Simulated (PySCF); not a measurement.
Where the electron goes

Compound: C5H7F.
Cartesian coordinates in Å at the GFN2-xTB level; atoms count from 1:
```
atom  x, y, z in Å
C1     1.9647    0.2046    0.3778
C2     0.6882    0.0428    0.1046
C3    -0.2549    0.6743   -0.8875
C4    -1.4146   -0.0125   -0.1501
F5    -2.2192   -0.7905   -0.9467
C6    -0.4092   -0.7977    0.7062
H7     2.5787    0.8923   -0.1784
H8     2.4456   -0.3454    1.1687
H9    -0.2767    1.7620   -0.9154
H10   -0.1327    0.2941   -1.9011
H11   -2.0788    0.6564    0.4036
H12   -0.3569   -1.8465    0.4156
H13   -0.5385   -0.7334    1.7849
```

Theory: TDDFT CAM-B3LYP/def2-SVPD, vertical, gas phase, core orbitals frozen in the response (PySCF 2.14.0, density-fitted response routines).

Frontier orbitals with the atoms that hold most of them (Löwdin shares over 4%, at most four atoms; ? is withheld):

| orbital | ε (eV) | atoms |
| --- | --- | --- |
| LUMO+2 | 1.92 | C4 18%, H11 17%, C1 17%, F5 10% |
| LUMO+1 | 1.46 | C1 22%, C6 11%, C3 11%, C2 8% |
| LUMO | 1.00 | C2 24%, C1 21%, C3 7%, C6 7% |
| HOMO | ? | ? |
| HOMO-1 | -10.46 | ? |
| HOMO-2 | -10.76 | F5 29%, C4 21%, H11 11%, C2 11% |
| HOMO-3 | -10.83 | F5 17%, C2 16%, C6 16%, C3 15% |

(1) Give the leading atoms of the HOMO.

(2) Give the leading atoms of the HOMO-1.

(3) What is the HOMO energy, and the HOMO–LUMO gap?

Results:

(1) C1 (bonded to C and 2 H) 38%; C2 (bonded to 3 C) 33%; C6 (bonded to 2 C and 2 H) 6%; C3 (bonded to 2 C and 2 H) 6%.

(2) C6 (bonded to 2 C and 2 H) 21%; C3 (bonded to 2 C and 2 H) 21%; C4 (bonded to 2 C, F and H) 16%; F5 (bonded to C) 14%. By element: carbon 58% or more, fluorine 14%.

(3) ε(HOMO) = -8.74 eV; the gap is 9.74 eV (0.3578 hartree).

Question: The HOMO–LUMO gap is 9.74 eV. Where does the response calculation put the lowest singlet, and from which orbitals?

Answer: S1 is at 6.93 eV (f = 0.306), 2.80 eV below the gap, made of HOMO→LUMO (97%). Without the coupling terms of the response equations the lowest excitation would equal the gap.

Question: Give energy, strength and leading configuration of S1, S2 and S5, and follow the Löwdin shares of the leading atoms from the occupied to the empty orbital.

Answer: 
- S1 (6.93 eV, f 0.306), HOMO→LUMO (97%): C1 38% → 21%, C2 33% → 24%
- S2 (7.12 eV, f 0.020), HOMO→LUMO+1 (86%): C1 38% → 22%, C2 33% → 8%, C6 6% → 11%
- S5 (8.11 eV, f 0.014), HOMO-2→LUMO (86%): F5 29% → at most 8%, C4 21% → at most 8%, C2 11% → 24%, C1 at most 11% → 21%

Löwdin shares depend on the basis, the more so with diffuse functions.

Hardware: one thread, Arm Neoverse V1 (aarch64), shared host with 32 logical CPUs at a one-minute load of 18. Cost: 23 s wall, 0.76 GiB resident at most.

One conformer stands for the species.
